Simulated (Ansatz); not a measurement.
Process, species as SMILES: C=O (CH2-O) → [CH]=O (CH-O) + H atom
B3LYP-D3(BJ)/def2-TZVP geometries, fixed; electronic energies without zero-point terms.
Largest species:
```
C
O 1 1.1989
H 1 1.1075 2 122.05
H 1 1.1075 3 115.91 2 180.00
```

Basis-set convergence of the bond dissociation energy at PBE with Ansatz (a program for electronic structure). Cartesian d functions, on some or all atoms, in 6-31G*, 6-31+G*; all else is spherical. The program fits the integrals of some runs and decomposes those of others, by size. Open shells are unrestricted. No added dispersion term, no relativity. Functions are those of the species that has most. Reference: the value in aug-pcseg-3, 90.74 kcal/mol, itself unsure by roughly 0.04 kcal/mol (its mean distance from aug-cc-pVQZ, cc-pV5Z, def2-QZVPPD). Deviations are taken from unrounded values.

| basis | functions | bond dissociation energy (kcal/mol) |
|---|---|---|
| 6-31G* | 34 | 92.26 |
| 6-31+G* | 42 | 92.09 |
| cc-pVDZ | 38 | 89.52 |
| aug-cc-pVDZ | 64 | 90.18 |
| def2-SVP | 38 | 90.31 |
| def2-SVPD | 59 | 91.42 |
| pcseg-1 | 38 | 90.15 |
| aug-pcseg-1 | 64 | 90.43 |
| 6-311G** | 48 | 90.48 |
| 6-311+G** | 56 | 90.86 |
| def2-TZVP | 74 | 90.59 |
| def2-TZVPD | 95 | 90.70 |
| cc-pVTZ | 88 | 90.83 |
| aug-cc-pVTZ | 138 | 90.78 |
| pcseg-2 | 88 | 90.90 |
| aug-pcseg-2 | 138 | 90.83 |
| def2-TZVPP | 90 | 90.79 |
| def2-TZVPPD | 111 | 90.88 |
| cc-pVQZ | 170 | 90.85 |
| aug-cc-pVQZ | 252 | 90.76 |
| def2-QZVPP | 174 | 90.82 |
| def2-QZVPPD | 195 | 90.72 |
| pcseg-3 | 186 | 90.77 |
| aug-pcseg-3 | 268 | 90.74 |

What the diffuse functions change, pair by pair:
- 6-31G* to 6-31+G*: 8 more functions, deviation 1.52 to 1.35 kcal/mol
- cc-pVDZ to aug-cc-pVDZ: 26 more functions, deviation -1.21 to -0.56 kcal/mol
- def2-SVP to def2-SVPD: 21 more functions, deviation -0.42 to 0.68 kcal/mol
- pcseg-1 to aug-pcseg-1: 26 more functions, deviation -0.59 to -0.31 kcal/mol
- 6-311G** to 6-311+G**: 8 more functions, deviation -0.26 to 0.13 kcal/mol
- def2-TZVP to def2-TZVPD: 21 more functions, deviation -0.15 to -0.04 kcal/mol
- cc-pVTZ to aug-cc-pVTZ: 50 more functions, deviation 0.09 to 0.04 kcal/mol
- pcseg-2 to aug-pcseg-2: 50 more functions, deviation 0.16 to 0.09 kcal/mol
- def2-TZVPP to def2-TZVPPD: 21 more functions, deviation 0.06 to 0.15 kcal/mol
- cc-pVQZ to aug-cc-pVQZ: 82 more functions, deviation 0.11 to 0.02 kcal/mol
- def2-QZVPP to def2-QZVPPD: 21 more functions, deviation 0.09 to -0.01 kcal/mol
- pcseg-3 to aug-pcseg-3: 82 more functions, deviation 0.04 to 0.00 kcal/mol

Leaving out the reference's own pair, they bring the value nearer the reference by more than 0.04 kcal/mol in 9 of 11 pairs.
